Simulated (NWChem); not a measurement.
# Spin states of P (+1)

```xyz
1

P      0.0000     0.0000     0.0000
```
Charge +1, spin multiplicity 3.

Everything below was run with NWChem.

Basis set: def2-TZVP. The gap is E(triplet) − E(singlet), so a negative value puts the higher spin lower. Open shells are unrestricted, coupled cluster uses restricted open-shell references, and the singlet is the closed-shell solution. The triplet is the single determinant that the SCF runs reached, with unpaired electrons in orbitals of symmetry b2u and b3u (D2h labels); it need not be the lowest triplet, which in molecules with degenerate π orbitals can need several determinants. Where the lowest singlet needs several determinants, the single determinant used here isn't a pure state and places it wrongly.

Costs are rough ratios of processor time within this set of runs, SCF included, with B3LYP as 1.

The correlated methods keep 5 core orbitals frozen. B3LYP has NWChem's definition, with VWN1-RPA local correlation. No SCF solution was tested for a lower state. Open-shell Hartree-Fock references start from PBE0 orbitals; any time given for them includes that run. No row is a measurement; the coupled-cluster row has its own basis-set and correlation limits.

```json
[
 {"method": "B3LYP", "vertical singlet-triplet gap (kcal/mol)": "(withheld)", "relative cost": "1", "remark": "-"},
 {"method": "PBE0", "vertical singlet-triplet gap (kcal/mol)": "-40.7", "relative cost": "under 3", "remark": "-"},
 {"method": "HF", "vertical singlet-triplet gap (kcal/mol)": "-50.4", "relative cost": "under 3", "remark": "-"},
 {"method": "B2PLYP", "vertical singlet-triplet gap (kcal/mol)": "(withheld)", "relative cost": "under 3", "remark": "-"},
 {"method": "MP2", "vertical singlet-triplet gap (kcal/mol)": "-40.1", "relative cost": "under 3", "remark": "-"},
 {"method": "CR-CCSD(T)", "vertical singlet-triplet gap (kcal/mol)": "-28.5", "relative cost": "4", "remark": "large amplitudes"},
 {"method": "CCSD(T)", "vertical singlet-triplet gap (kcal/mol)": "(withheld)", "relative cost": "4", "remark": "large amplitudes"}
]
```

**Question.** Some entries are withheld; supply them.

**Answer.** 
- B3LYP, vertical singlet-triplet gap (kcal/mol): -36.5
- B2PLYP, vertical singlet-triplet gap (kcal/mol): -37.2
- CCSD(T), vertical singlet-triplet gap (kcal/mol): -27.8
